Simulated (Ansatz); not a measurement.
# CH6NSi+ (SMILES C[SiH+]N): functionals against CCSD(T) at one geometry

The task here is to estimate one member of a computed series from the others.

Computed with Ansatz 0.2.0, Gaussian basis. Level: single points in def2-TZVPP.

Correlated methods freeze the cores.

## The starting structure

SMILES `C[SiH+]N`, 9 atoms, charge 1, spin multiplicity 1.

Atoms are counted from 1 here; the program's logs count them from 0.

Bond lengths: C1–Si2 1.741 Å, C1–H4 1.071 Å, C1–H5 1.157 Å, C1–H6 1.292 Å, Si2–N3 1.810 Å, Si2–H7 1.451 Å, N3–H8 0.978 Å, N3–H9 1.062 Å. Angles: Si2–C1–H4 104.8°, Si2–C1–H5 113.0°, Si2–C1–H6 113.7°, H4–C1–H5 108.3°, H4–C1–H6 109.4°, H5–C1–H6 107.4°, C1–Si2–N3 124.6°, C1–Si2–H7 125.8°, N3–Si2–H7 107.4°, Si2–N3–H8 116.7°, Si2–N3–H9 121.2°, H8–N3–H9 107.8°.

Coordinates:

```xyz
9

C    -0.6996    0.8683   -0.7694
Si    0.5976   -0.1744   -0.2587
N     0.6611   -1.0314    1.3339
H    -1.5654    0.2383   -0.7894
H    -0.5405    1.3024   -1.8299
H    -0.9103    1.8632    0.0267
H     1.9350   -0.2012   -0.8197
H     1.1953   -1.8498    1.3719
H    -0.2175   -1.1895    1.9086
```

The first run:

The input, run/in.yaml:

```yaml
crystal:
  periodic: [false, false, false]
  atoms:
    - {symbol: C, position_ang: [-0.699600, 0.868300, -0.769400]}
    - {symbol: Si, position_ang: [0.597600, -0.174400, -0.258700]}
    - {symbol: N, position_ang: [0.661100, -1.031400, 1.333900]}
    - {symbol: H, position_ang: [-1.565400, 0.238300, -0.789400]}
    - {symbol: H, position_ang: [-0.540500, 1.302400, -1.829900]}
    - {symbol: H, position_ang: [-0.910300, 1.863200, 0.026700]}
    - {symbol: H, position_ang: [1.935000, -0.201200, -0.819700]}
    - {symbol: H, position_ang: [1.195300, -1.849800, 1.371900]}
    - {symbol: H, position_ang: [-0.217500, -1.189500, 1.908600]}
basis:
  gaussian: {orbitals: def2-TZVPP}
total_charge: 1
correlation: {method: ccsd_t}
output: {forces: true}
```

The command line of these runs was not kept.

Steps of the session up to this table: CCSD(T)/def2-TZVPP; PBE0-D4/def2-TZVPP; wB97M-V/def2-TZVPP; r2SCAN-D4/def2-TZVPP; PBE-D4/def2-TZVPP; B97M-V/def2-TZVPP; r2SCANh-D4/def2-TZVPP.

One of the session's tables, all rows but one given; the rest of the session is left out.

| method | RMS force component (eV/Å) | angle to CCSD(T) forces (°) |
| --- | --- | --- |
| CCSD(T) | 1.901 | reference |
| PBE0-D4 | 1.888 | 2.8 |
| wB97M-V | 1.901 | 2.4 |
| r2SCAN-D4 | 1.846 | 2.8 |
| PBE-D4 | ? | ? |
| B97M-V | 1.859 | 3.9 |
| r2SCANh-D4 | 1.875 | 3.0 |

Estimate the missing values for PBE-D4.

The run gave: RMS force component (eV/Å): 1.798; angle to CCSD(T) forces (°): 5.1. In the column «RMS force component (eV/Å)» it is the lowest.
